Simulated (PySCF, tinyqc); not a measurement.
RKS/BP86 in the sto-3g basis, for CH+, spin multiplicity 1, step by step. The lowest restricted solution is unstable here: a spin-polarised one lies 0.0046 hartree lower (PySCF). One step of it, computed by the program tinyqc.

Question. Iteration 2: DIIS coefficients. Solve [B -1; -1 0][c; lambda] = [0; -1] for the coefficients, which sum to one.

B (overlaps of the stored error matrices):
```
               1              2
1  1.1920773e-01  5.9928260e-03
2  5.9928260e-03  2.3573689e-02
```

Give: DIIS coefficients.

Answer.

DIIS coefficients: 0.1344  0.8656
